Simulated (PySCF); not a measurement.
The numbers below are computed, except where a source is named.
A vibrational averaging run on Propane, 2-chloro-, C3H7Cl, SMILES CC(C)Cl. A sound run at B3LYP/pcSseg-1 gave B0 = 7928, 4417, 3109 MHz, harmonic ZPE 20669 cm⁻¹, lowest mode 248 cm⁻¹ and averaged shieldings 145.63, 107.74, 145.64, 673.37, 29.42, 29.12, 29.58, 26.71, 29.12, 29.42, 29.58 ppm.

Input of the run in question:

```
{"job": {"xc": "B3LYP", "basis": "pcSseg-1", "grid": 2, "temperatures": [200, 400], "delta": 3.0, "kind": "iso"}, "charge": 0, "multiplicity": 1}
C     -1.204267     0.437695    -0.242947
C     -0.037203    -0.163108     0.521934
C      1.279273    -0.131647    -0.235655
Cl    -0.438783    -1.909477     0.965145
H     -1.361865    -0.085122    -1.192471
H     -2.129801     0.386186     0.337596
H     -0.993409     1.492624    -0.461391
H      0.072190     0.326612     1.492846
H      2.086577    -0.580901     0.349777
H      1.198426    -0.671695    -1.185169
H      1.550560     0.909516    -0.453519
```

Command: OMP_NUM_THREADS=1 python ens_run.py task.json out

Output:

```
parent
  Be/MHz 8011.676 4449.915 3137.552
  B0/MHz 7921.231 4414.762 3107.5
  ZPE/cm-1 20669.0
  <sigma>(0 K)/ppm 144.814 107.432 144.794 672.625 29.346 29.046 29.505 26.642 29.045 29.344 29.503
2H at atom 5
  Be/MHz 7459.246 4427.299 3040.848
  B0/MHz 7376.279 4391.521 3011.552
  ZPE/cm-1 19965.2
  <sigma>(0 K)/ppm 144.846 107.454 144.563 672.801 29.347 29.132 29.473 26.644 29.013 29.320 29.472
```

Q: What is doubtful here, and how much did it matter?

A: The setting at fault: displacement step far too large, higher-order terms enter. The isotope effects on the shieldings at 0 K read 32, 22, -231, 175, 2, 86, -32, 1, -32, -24, -32 ppb against 305, 56, 35, 520, 18, 123, 17, 4, -1, -1, -1 ppb in the sound run, and B0 − Be of the smallest constant -30.1 against -28.6 MHz.
